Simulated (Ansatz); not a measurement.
## H6OSi2: structure from calculated spectroscopic constants

These gas-phase data were calculated for one isomer of H6OSi2 at PBE-D3(BJ)/def2-SVP (harmonic, unscaled wavenumbers; equilibrium rotational constants with average atomic masses):

| Property | Result |
| --- | --- |
| rotational constants | 14.84, 3.266, 2.874 GHz |
| all wavenumbers above 1500 cm⁻¹ | 3762, 2187, 2167, 2157, 2145, 2118 |
| dipole moment | 1.16 D (PBE0/def2-TZVPD) |

Candidates:

(1) `[SiH3]O[SiH3]`, a singlet
(2) `O[SiH2][SiH3]`, a singlet

Which candidate do the data belong to?

Candidate (2). The band at 3762 cm⁻¹ lies where the O–H stretch is expected; (1) has no mode between 3300 and 4000 cm⁻¹.

The same quantities for all candidates:

```
     rotational constants (GHz)         wavenumbers above 1500 cm⁻¹  dipole (D)  E above the lowest, PBE-D3(BJ)/def2-SVP (kcal/mol)
(1)         32.03, 2.926, 2.865  2195, 2191, 2164, 2163, 2158, 2153        0.40                                                 0.0
(2)         14.84, 3.266, 2.874  3762, 2187, 2167, 2157, 2145, 2118        1.16                                                18.9
```

Harmonic stretches to hydrogen usually lie a few per cent above observed fundamentals. Each candidate is one conformer. Programs: Ansatz 0.2.0.
